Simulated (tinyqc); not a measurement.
Inside a calculation. Method: Hueckel theory of the pi electrons, for the molecule C=C1C=CC=C1 (SMILES; centres numbered as the heavy atoms are written). One step of it, computed by the program tinyqc.

Question. Energy, charges, bond orders. E = sum n x; q_r = z_r - P_rr; bond order p = P_rs; free valence = sqrt(3) - sum of p over the bonds of the atom.

x values: 2.114908  1.000000  0.618034  -0.254102  -1.618034  -1.860806

occupations: 2.000000  2.000000  2.000000  0.000000  0.000000  0.000000

charge and bond-order matrix P, lower triangle:
```
           1C         2C         3C         4C        5C        6C
1C   0.622291
2C   0.758634   1.046987
3C   0.212348   0.449096   1.092331
4C  -0.309538  -0.097190   0.777936   1.073030
5C  -0.309538  -0.097190  -0.116491   0.520243  1.073030
6C   0.212348   0.449096  -0.354882  -0.116491  0.777936  1.092331
```

Centres:
```
centre  z_r, pi electrons of the neutral centre         h
1C                                            1  0.000000
2C                                            1  0.000000
3C                                            1  0.000000
4C                                            1  0.000000
5C                                            1  0.000000
6C                                            1  0.000000
```

Bonds:
```
i  j  k
1  2  1
2  3  1
3  4  1
4  5  1
5  6  1
6  2  1
```

Give: pi energy = 6 alpha + this times beta; pi charges; Bond orders and lengths from R = 1.517 - 0.180 p; free valence of the carbons; gap between the highest filled and the next level.

Answer.

pi energy = 6 alpha + this times beta = 7.4659

pi charges: 1C 0.3777, 2C -0.0470, 3C -0.0923, 4C -0.0730, 5C -0.0730, 6C -0.0923

Bond orders and lengths from R = 1.517 - 0.180 p (angstrom, C-C alone):
```
bond       p       R
1-2   0.7586  1.3804
2-3   0.4491  1.4362
3-4   0.7779  1.3770
4-5   0.5202  1.4234
5-6   0.7779  1.3770
6-2   0.4491  1.4362
```

free valence of the carbons: 1C 0.9734, 2C 0.0752, 3C 0.5050, 4C 0.4339, 5C 0.4339, 6C 0.5050

gap between the highest filled and the next level = 0.8721 |beta|
